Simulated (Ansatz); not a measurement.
Geometry optimisation, Ansatz 0.2.0, RKS r2SCAN/def2-SVP.

The input (input.yaml):

```yaml
crystal:
  periodic: [false, false, false]
  atoms:
    - { symbol: Al, position_ang: [0.00148, 0.254738, -0.095319] }
    - { symbol: F, position_ang: [0.009217, 0.258067, 1.593352] }
    - { symbol: H, position_ang: [1.408878, 0.345261, -0.792881] }
    - { symbol: H, position_ang: [-1.421449, 0.2502, -0.768995] }
    - { symbol: Cl, position_ang: [0.092031, -2.895054, 1.240767] }
    - { symbol: H, position_ang: [0.068643, -1.814013, 2.023276] }
basis:
  gaussian: { orbitals: def2-SVP }
hamiltonian:
  xc: r2scan
relax:
  f_tol: 0.03
  max_steps: 50
```

Run as:

```bash
$ ansatz run input.yaml --threads 1 --pin off --max-ram 2048MiB --backend cpu --events-out ev --progress --plain --runs-dir out
```

Question: Where does it end, and by what steps?

Answer: The run converged. After 7 steps the energy has fallen by 0.198 eV; Cl5 moved furthest, 0.53 Å. Joined: Al1–Cl5 (3.42 → 2.62 Å).

```
step  energy less start (eV)  largest force component (eV/Å)  accepted
   0                  0.0000                           1.076       yes
   1                 -0.0891                           0.578       yes
   2                 -0.1105                           0.529       yes
   3                 -0.1770                           0.206       yes
   4                 -0.1726                           0.422        no
   5                 -0.1972                           0.086       yes
   6                 -0.1977                           0.053       yes
   7                 -0.1983                           0.006       yes
```

```xyz
6
Properties=species:S:1:pos:R:3
Al 0.006 -0.017 0.025
F 0.010 0.225 1.723
H 1.410 0.152 -0.678
H -1.413 0.070 -0.661
Cl 0.084 -2.474 0.921
H 0.063 -1.555 1.870
```

Whether the end is a true minimum wasn't checked by a vibrational analysis.

The run took 29 s on 1 thread of Arm Neoverse V1, on a shared host, peak memory 0.14 GiB.
